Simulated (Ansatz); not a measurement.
Geometry optimisation, Ansatz 0.2.0, UKS PBE-D4/def2-SVP.

Input:

```yaml
crystal:
  periodic: [false, false, false]
  atoms:
    - { symbol: H, position_ang: [0.2249, -1.1732, -0.0872] }
    - { symbol: Si, position_ang: [-0.703, 0.4415, -0.2351] }
    - { symbol: "N", position_ang: [0.3037, 1.7824, 0.1079] }
    - { symbol: S, position_ang: [1.2326, -2.644, 0.119] }
    - { symbol: H, position_ang: [-1.7333, 0.3919, 0.7884] }
    - { symbol: H, position_ang: [-1.1101, 0.5355, -1.6267] }
    - { symbol: H, position_ang: [1.0036, 2.0623, -0.5601] }
    - { symbol: H, position_ang: [0.6392, 1.9265, 1.0462] }
    - { symbol: H, position_ang: [0.1425, -3.3228, 0.4476] }
magnetization:
  spin_polarized: true
  initial_magnetization: 1
basis:
  gaussian: { orbitals: def2-SVP }
hamiltonian:
  xc: pbe
  dispersion: d4
relax:
  f_tol: 0.15
  max_steps: 25
  restrain:
    - { distance: [0, 3], at: 2.66, k: 30.0 }
    - { distance: [1, 0], at: 1.42, k: 30.0 }
```

Run as:

```bash
$ ansatz run input.yaml --threads 2 --pin off --max-ram 3072MiB --backend cpu --events-out ev --progress --plain --runs-dir out
```

Question: Where does it end, and by what steps?

Answer: The run converged. The restraints hold the end off the free minimum. After 3 steps the energy has fallen by 0.008 eV (the restraints' own energy left out); S4 moved furthest, 0.48 Å. Joined: H1–Si2 (1.87 → 1.46 Å).

```csv
step,energy less start (eV),largest force component (eV/Å),accepted
0,0.0000,1.456,yes
1,-0.1234,0.762,yes
2,0.0532,2.036,yes
3,-0.0083,1.216,yes
```

```xyz
9
Properties=species:S:1:pos:R:3
H 0.033 -0.842 -0.144
Si -0.652 0.441 -0.229
N 0.306 1.856 0.107
S 1.437 -3.073 0.173
H -1.784 0.409 0.763
H -1.177 0.572 -1.634
H 1.016 2.145 -0.569
H 0.644 2.009 1.060
H 0.177 -3.518 0.473
```

Time of the run: 9.5 s on 2 threads of Intel(R) Xeon(R) Platinum 8488C (Sapphire Rapids) (shared host), peak memory 0.17 GiB.
